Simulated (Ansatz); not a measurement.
Diamond: PBE at its full settings (plane-wave cutoff 520 eV, 16×16×16 k mesh, Fermi–Dirac smearing 0.01 eV, scalar-relativistic PAW data made under PBE) and at cheaper ones, in a cell of 2 atoms with Γ-centred meshes.

```csv
level and setting,equilibrium lattice constant a (Å),bulk modulus (GPa)
PBE (Ansatz),3.572,433
PBE (300 eV cutoff) (Ansatz),3.570,455
PBE (2×2×2 k mesh) (Ansatz),3.656,388
PBE (4×4×4 k mesh) (Ansatz),3.575,432
PBE (6×6×6 k mesh) (Ansatz),3.572,433
PBE (Fermi-Dirac smearing of 0.3 eV) (Ansatz),3.572,433
```

Largest shifts from the full settings: lattice constant a +2.35 % (PBE (2×2×2 k mesh)), against a difference of +0.53 % of the full result from the reference 3.553 Å (measured, static lattice: zero-point anharmonic expansion removed, our sources range from 3.543 to 3.555; as tabulated in Mejia-Rodriguez and Trickey (2018), arXiv:1807.09216); bulk modulus -10.4 % (PBE (2×2×2 k mesh)), against a difference of -4.8 % of the full result from the reference 455 GPa (measured, 0 K value with the zero-point phonon effect removed; as tabulated in Mejia-Rodriguez and Trickey (2018), arXiv:1807.09216).

The full settings aren't shown to be converged themselves.

Ansatz's density-functional and Hartree–Fock values are scalar-relativistic unless marked +SOC, with PAW data made under PBE.

Run with cheap settings on purpose, which may leave them unconverged: PBE (2×2×2 k mesh), PBE (300 eV cutoff), PBE (4×4×4 k mesh), PBE (6×6×6 k mesh), PBE (Fermi-Dirac smearing of 0.3 eV).

Ansatz is a program for electronic structure.
